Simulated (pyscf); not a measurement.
# Four-centre exchange: F–Ti(F)(F)–F + H₂O → HF + HO–Ti(F)(F)–F

Gas phase, singlet surface, charge 0. Bonds broken: F1–Ti2, O6–H7. Bonds formed: F1–H7, Ti2–O6. Structures and frequencies: ωB97X-D3(BJ)/def2-SVP in PySCF.

Transition state (Å):

```xyz
8

F     -1.7706     0.3112     1.0627
Ti    -0.0154     0.5232    -0.0233
F      0.0148     2.2082     0.3449
F     -0.7801     0.1856    -1.5293
F      1.6605     0.2567    -0.3720
O      0.0252    -0.8905     1.3186
H     -1.0843    -0.4558     1.5448
H      0.7346    -1.2162     1.8820
```

One imaginary mode, 710i cm⁻¹; descent along it reached the two sides named, in the forms told below.

```csv
bond,change,reactant side (Å),saddle,product side
F1–Ti2,breaks,1.753,2.075,2.385
O6–H7,breaks,0.967,1.213,1.738
F1–H7,forms,2.440,1.137,0.947
Ti2–O6,forms,2.303,1.950,1.821
```

Electronic energies relative to the separated reactants (kcal/mol):

```
level                   barrier  reaction energy  reverse barrier
----------------------  -------  ---------------  ---------------
ωB97X-D3(BJ)/def2-TZVP      8.0             +9.5             -1.5
PBE/def2-TZVP               7.8            +10.9             -3.1
r²SCAN/def2-TZVP            5.8            +10.7             -5.0
B3LYP-D3(BJ)/def2-TZVP      8.1             +9.5             -1.3
PBE0-D3(BJ)/def2-TZVP       7.4             +9.5             -2.1
M06-2X/def2-TZVP            3.4             +7.1             -3.7
ωB97M-D3(BJ)/def2-TZVP      8.9             +9.7             -0.8
```

With ωB97M-D3(BJ)/def2-TZVP energies and thermal terms (ideal gas, 1 atm, RRHO with modes under 100 cm⁻¹ raised to 100, one conformer, R ln 2 for rigid chiral ones), in kcal/mol:

```tsv
T (K)	ΔH‡	ΔG‡	ΔH	ΔG
298	7.3	17.0	+8.7	+6.9
600	7.5	26.9	+9.5	+4.8
900	8.2	36.4	+10.1	+2.3
1200	9.0	45.7	+10.6	-0.4
```

On the reactant side the descent ends in an adduct with a O–Ti contact (not fully relaxed), 14.4 kcal/mol under the separated species and 22.5 kcal/mol under the saddle at ωB97X-D3(BJ)/def2-TZVP. On the product side the descent ends in an adduct with a F–Ti contact, 6.8 kcal/mol under the separated species and 5.3 kcal/mol under the saddle at ωB97X-D3(BJ)/def2-TZVP. At ωB97X-D3(BJ), PBE, r²SCAN, B3LYP-D3(BJ), PBE0-D3(BJ), M06-2X, ωB97M-D3(BJ) the saddle lies under the separated products, which points to a path from their complex (located at ωB97X-D3(BJ) alone), and parting the products costs more than the saddle. What is counted as formed (O–Ti) is already present as a longer contact in the reactant adduct; forming that adduct is a step of its own. What is counted as broken (F–Ti) persists as a longer contact in the product adduct; parting that adduct is a step of its own. One saddle was located; it need not be the lowest between these sides.
